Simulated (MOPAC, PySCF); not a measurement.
AlF₃, SMILES `[F][Al]([F])[F]`, neutral singlet in the gas phase. 

Cartesian coordinates (Å):
```xyz
4

F     -0.0953     1.5196    -0.4616
Al     0.0000     0.0001     0.1319
F     -1.3588    -0.7874     0.5837
F      1.4540    -0.7323     0.2738
```
Charge 0, multiplicity 1.

All levels are single points at this geometry (B3LYP-D3(BJ)/def2-TZVP); Pople sets use spherical d functions. Orbital energies aren't observables, and empty levels follow the basis.

PM6 in MOPAC gives dipole (D) = 0.00.

Q: Estimate the dipole (D) from each of these levels: B3LYP-D3(BJ)/def2-TZVP in PySCF; B3LYP/6-31G* in PySCF; BP86/6-31G* in PySCF; HF/6-31G* in PySCF; PM7 in MOPAC.

A: 
```tsv
level	dipole (D)
B3LYP-D3(BJ)/def2-TZVP in PySCF	0.00
B3LYP/6-31G* in PySCF	0.00
BP86/6-31G* in PySCF	0.00
HF/6-31G* in PySCF	0.00
PM7 in MOPAC	0.00
```
